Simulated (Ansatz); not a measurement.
Structure relaxation of Rb₂Nb

Computed with DFT PBE, scalar-relativistic, plane waves, PAW in Ansatz 0.2.0. Cutoff 420 eV, Γ-centred k mesh, Gaussian smearing, no spin polarisation in the final step.

Rb₂Nb was placed on the CaC2 structure type (I4/mmm, No. 139), with Nb in place of Ca, Rb in place of C, at a guessed volume.

```
Rb Nb
1.0
    -2.50525    2.50525    4.10888
     2.50525   -2.50525    4.10888
     2.50525    2.50525   -4.10888
Rb Nb
2 1
Direct
  0.59300 0.59300 0.00000
  0.40700 0.40700 0.00000
  0.00000 0.00000 0.00000
```

Cell and atoms relax at zero pressure; the relaxation can't lower the symmetry of the start. After a coarse first stage the cell is made exact in the group found at 0.06 Å.

Energies over the elements count from the elements' standard structures at the same level, with no empirical corrections.

**Question.** Which crystal results?

**Answer.** It keeps I4/mmm (No. 139), but not the shape of the type it started on. Conventional cell: a = 3.305 Å, c = 21.417 Å. Rb has 4 Rb at 3.30 Å and 4 Nb at 3.78 Å; Nb has 4 Nb at 3.30 Å and 8 Rb at 3.78 Å.

```
Rb Nb
1.0
    -1.65243    1.65243   10.70855
     1.65243   -1.65243   10.70855
     1.65243    1.65243  -10.70855
Rb Nb
2 1
Direct
  0.63901 0.63901 0.00000
  0.36099 0.36099 0.00000
  0.00000 0.00000 0.00000
```

**Question.** What are its volume, energy, density and gap?

**Answer.** The volume per atom is 38.99 Å³ and the density is 3.75 g/cm³. The energy over the elements is 1.48 eV/atom and the gap on the 20×20×20 mesh is 0 eV (a metal).

The final run used a 20×20×20 mesh on its 3-atom cell and 0.10 eV smearing. For metals, differences of a few meV/atom aren't resolved. Symmetry constrained the relaxation, so the result can be a saddle point.

Cost: 3 runs of about 8 core-minutes in all, on Intel Xeon Platinum 8488C (Sapphire Rapids) (shared hosts).